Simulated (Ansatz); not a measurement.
C₂H₄FNS, SMILES `N/C=C(/F)S`. The species carries charge 0 and has multiplicity 1.

```csv
atom,x (Å),y (Å),z (Å)
N1,-0.584,-1.164,0.674
C2,-0.726,-0.155,-0.248
C3,0.207,0.738,-0.585
F4,-0.132,1.751,-1.416
S5,1.872,0.666,-0.093
H6,-1.119,-1.996,0.489
H7,0.371,-1.352,0.944
H8,-1.714,-0.045,-0.685
H9,1.823,1.556,0.920
```

Question: List the harmonic frequencies (cm⁻¹, unscaled) at PBE0-D4/def2-TZVP in Ansatz. (Estimate.)

Answer: Ansatz gave: 205, 232, 300, 367, 385, 438, 575, 652, 672, 909, 950, 1074, 1193, 1290, 1331, 1633, 1751, 2640, 3196, 3566, 3683.

Question: Is this a minimum?

Answer: Yes, all 21 modes are real.

Question: Give the ideal-gas thermochemistry at 298.15 K and 1 bar (rigid rotor, harmonic oscillator; point group C1, symmetry number 1).

Answer: Zero-point energy 161.7 kJ/mol; H(298) − E = 179.6 kJ/mol; entropy 318.1 J/(mol·K), of which translation 165.4, rotation 111.1, vibration 41.6; G(298) − E = 84.8 kJ/mol.

Question: And at 400, 500, 600, 800 and 1000 K?

Answer: 
```
T (K)  H − E (kJ/mol)  S (J/mol/K)  G − E (kJ/mol)
  400           190.1        348.1            50.8
  500           201.9        374.4            14.7
  600           214.9        398.1           -24.0
  800           243.7        439.4          -107.9
 1000           275.2        474.6          -199.4
```

Question: Rotational constants (cm⁻¹)?

Answer: 0.1685, 0.117, 0.07021.
